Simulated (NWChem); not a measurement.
Molecule: fluorine (F$_{2}$); SMILES FF

Results from NWChem. Pople sets run with spherical d functions. The geometry was optimised at PBE0-D3(BJ)/def2-TZVP. Level: M05-2X/6-31G* with SMD, gas-phase geometry; reactions with the solvents are ignored.

| SMD term (kcal/mol) | water | benzene |
|---|---|---|
| distortion of the solute's density | 0.00 | 0.00 |
| polarisation | -0.15 | -0.08 |
| cavity, dispersion and structure | 2.29 | 0.60 |

Question: Sum the solvation free energies, find the transfer free energy from water to benzene and the partition coefficient at 298.15 K.

Answer: 
1. ΔG(solv, water) = 2.14 kcal/mol and ΔG(solv, benzene) = 0.52 kcal/mol (1 M gas to 1 M solution).
2. Transfer: 0.52 − (2.14) = -1.62 kcal/mol.
3. log₁₀ K(benzene/water) = −ΔG/(RT ln 10) = 1.62/1.364 = 1.2, so the model puts more of the solute in benzene.
4. Of the transfer energy, 0.07 kcal/mol is electrostatic and -1.69 comes from the non-electrostatic term. The two phases are taken as the pure solvents.
